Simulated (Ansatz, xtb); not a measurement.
**Two isomers of FH3NSi+**

Structure a: `[NH2+]=[SiH]F`, a singlet. Structure b: the triplet with the links of `[NH3+][Si]F`. Both are isolated ions in the gas phase, relaxed with B3LYP-D3(BJ)/6-311G**.

a (Å):

```xyz
6

F    -0.9623    0.8391    0.1702
N    -2.7545    2.7180    1.0421
Si   -1.9501    1.3157    1.2837
H    -2.6520    3.2983    0.2134
H    -3.4149    3.1006    1.7137
H    -2.0999    0.4873    2.4728
```

b (Å):

```yaml
atoms:
  - { symbol: F, position_ang: [-1.2275, 0.0312, 0.7866] }
  - { symbol: N, position_ang: [-2.5145, 2.4967, 1.2149] }
  - { symbol: Si, position_ang: [-2.6704, 0.5926, 1.1984] }
  - { symbol: H, position_ang: [-3.4023, 2.9463, 1.4654] }
  - { symbol: H, position_ang: [-1.8127, 2.8139, 1.8945] }
  - { symbol: H, position_ang: [-2.2401, 2.8617, 0.2949] }
```

Task: Which of the two would you expect CCSD(T)/def2-TZVPP electronic energies to favour?

Result: Structure a; the calculation gives E(b) − E(a) = +64.3 kcal/mol.

The same difference at several levels:

```csv
level,geometry,E(b) − E(a) (kcal/mol),departure from the last row (kcal/mol),"job, with rough time for the two"
B3LYP-D3(BJ)/6-311G**,B3LYP-D3(BJ)/6-311G**,+62.2,−2.1,"optimisation, 19 s"
HF/def2-TZVPP,B3LYP-D3(BJ)/6-311G**,+47.0,−17.3,part of the CCSD(T) run
MP2/def2-TZVPP,B3LYP-D3(BJ)/6-311G**,+63.8,−0.5,part of the CCSD(T) run
CCSD(T)/def2-TZVPP,B3LYP-D3(BJ)/6-311G**,+64.3,,"single point, 57 s"
```

As drawn, b has 1 N–Si, 1 N–H in place of 1 N=Si, 1 Si–H.

The levels shown agree on the order. The largest departure from CCSD(T)/def2-TZVPP is that of HF/def2-TZVPP, 17.3 kcal/mol. At CCSD(T)/def2-TZVPP a singlet with the links of b lies below this triplet. Levels run at GFN2-xTB geometries aren't shown.

With harmonic frequencies from B3LYP-D3(BJ)/6-311G** (ideal gas, rigid rotor, one conformer each, 298.15 K, 1 atm): the zero-point term adds +2.4 kcal/mol; ΔH is +67.0 and ΔG +65.2 kcal/mol.

Open shells are spin-unrestricted. The correlated steps freeze 7 core orbitals. ΔG holds the spin degeneracy. Run with Ansatz 0.2.0; the last row on 1 thread of Intel(R) Xeon(R) 6975P-C (Granite Rapids) on a shared host.
